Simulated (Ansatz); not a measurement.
Task: a composite energy at a relaxed geometry of C₂H₃O, SMILES C[C]=O, with Ansatz 0.2.0 through its Python package. Give the script and its output. Level of theory (for the species named): PBE0, def2-SVP basis, multiplicity 2.

```yaml
atoms:
  - { symbol: C, position_ang: [-0.1500, 0.3624, -0.2469] }
  - { symbol: C, position_ang: [-0.0814, -0.9167, 0.4934] }
  - { symbol: O, position_ang: [0.8005, -1.4763, 1.0639] }
  - { symbol: H, position_ang: [-0.9270, 0.9791, 0.2016] }
  - { symbol: H, position_ang: [0.8026, 0.9017, -0.2395] }
  - { symbol: H, position_ang: [-0.4448, 0.1499, -1.2726] }
```

Script `composite_c2h3o.py`:
```python
import itertools

import ansatz
from ase import Atoms
from ase.data import atomic_numbers, covalent_radii
import numpy as np


def main() -> None:
    atoms = Atoms(["C", "C", "O", "H", "H", "H"], positions=[
        (-0.15001, 0.36235, -0.2469),
        (-0.08135, -0.91669, 0.49345),
        (0.80046, -1.47634, 1.06394),
        (-0.92696, 0.97913, 0.20158),
        (0.80262, 0.90166, -0.2395),
        (-0.44476, 0.14989, -1.27257),
    ])
    system = ansatz.Crystal.molecule_from_ase(atoms)

    model = system.calculation().basis(gaussian="def2-SVP").functional("PBE0").spin("collinear", total=1)
    symbols = [site.symbol for site in system.cartesian_sites]
    start = np.array([site.position_ang for site in system.cartesian_sites], dtype=float)
    rep = model.relax(force_tolerance=0.01, max_steps=100).run(threads=1).report
    end = np.array(rep["positions_ang"])
    radius = [covalent_radii[atomic_numbers[s]] for s in symbols]
    span = lambda where, i, j: np.linalg.norm(where[i] - where[j])
    bonded = [(i, j) for i, j in itertools.combinations(range(len(symbols)), 2) if min(span(start, i, j), span(end, i, j)) < 1.2 * (radius[i] + radius[j])]
    print("pair        before    after (A)")
    for i, j in bonded:
        print(f"{symbols[i]}{i}-{symbols[j]}{j}".ljust(10), f"{span(start, i, j):8.4f} {span(end, i, j):8.4f}")
    for first, second in list(itertools.combinations(bonded, 2)):
        shared = set(first) & set(second)
        if shared and symbols[(j := shared.pop())] != "H":
            i, k = sorted((set(first) | set(second)) - {j})
            u, v = end[i] - end[j], end[k] - end[j]
            angle = np.degrees(np.arccos(np.clip(u @ v / np.linalg.norm(u) / np.linalg.norm(v), -1, 1)))
            print(f"final angle {symbols[i]}{i}-{symbols[j]}{j}-{symbols[k]}{k}: {angle:.2f} deg")

    minimum = ansatz.Crystal.molecule()
    for symbol, place in zip(symbols, end):
        minimum = minimum.atom(symbol, place.tolist())
    at_minimum = minimum.calculation().spin("collinear", total=1)
    level = lambda method, basis: at_minimum.basis(gaussian=basis).correlation(method).run(threads=1).report
    small, large, cluster = level("mp2", "cc-pVDZ"), level("mp2", "cc-pVTZ"), level("ccsd_t", "cc-pVDZ")
    corr = lambda each: (each["free_energy_ev"] - each["reference_energy_ev"]) / 27.211386246
    mp2_limit = (27 * corr(large) - 8 * corr(small)) / 19
    pieces = {"HF / cc-pVTZ": large["reference_energy_ev"] / 27.211386246, "MP2 correlation, DZ-TZ limit": mp2_limit, "CCSD(T) - MP2 / cc-pVDZ": corr(cluster) - corr(small)}
    for name, value in pieces.items():
        print(f"{name:32s} {value:14.6f} Ha")
    print(f"{'sum':32s} {sum(pieces.values()):14.6f} Ha")
    print("T1 diagnostic", round(cluster["correlation"]["coupled_cluster"]["t1_diagnostic"], 4))


if __name__ == "__main__":
    main()
```

`python composite_c2h3o.py` gives:
```text
pair        before    after (A)
C0-C1        1.4795   1.4978
C0-H3        1.0887   1.1001
C0-H4        1.0947   1.1025
C0-H5        1.0881   1.1002
C1-O2        1.1901   1.1793
final angle C1-C0-H3: 108.82 deg
final angle C1-C0-H4: 111.62 deg
final angle C1-C0-H5: 108.71 deg
final angle C0-C1-O2: 129.34 deg
final angle H3-C0-H4: 110.40 deg
final angle H3-C0-H5: 106.79 deg
final angle H4-C0-H5: 110.35 deg
HF / cc-pVTZ                        -152.355594 Ha
MP2 correlation, DZ-TZ limit          -0.581534 Ha
CCSD(T) - MP2 / cc-pVDZ               -0.040202 Ha
sum                                 -152.977330 Ha
T1 diagnostic 0.0197
```

Total energies depend on the basis set; only differences at equal settings carry meaning. The sum leaves out core correlation, relativity, the Hartree-Fock basis error and zero-point energy; a DZ-TZ extrapolation is rough. The run takes the species as open-shell (spin multiplicity 2), which needn't be its ground state. Inner cores stay frozen, so this is valence correlation. Timing: 25 s on 1 thread of Arm Neoverse V1, on a shared host, peak memory 0.29 GiB.
